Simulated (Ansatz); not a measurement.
We consider fcc Au, described by PBE-D4 (plane waves, PAW; Ansatz, an electronic-structure program).

Run with plane-wave cutoff 500 eV, 30×30×30 k mesh, Fermi–Dirac smearing 0.1 eV, scalar-relativistic PAW data made under PBE.

Computed at the level's own relaxed cell.

Task: What does this level give for the equilibrium volume per atom and lattice constant a?

Result: 
equilibrium volume per atom: 17.32 Å³/atom
lattice constant a: 4.107 Å

Measured, for comparison: equilibrium volume per atom 16.76 Å³/atom, lattice constant a 4.062 Å (static lattice: zero-point anharmonic expansion removed; as tabulated in Mejia-Rodriguez and Trickey (2018), arXiv:1807.09216). Computed (rounded) less measured: equilibrium volume per atom +3.3 %, lattice constant a +1.1 %.

Spin–orbit coupling is not included; it can shift volumes and moduli of such heavy elements.

Computed values are for the static lattice.

Cost on a shared machine: roughly 40 core-seconds.
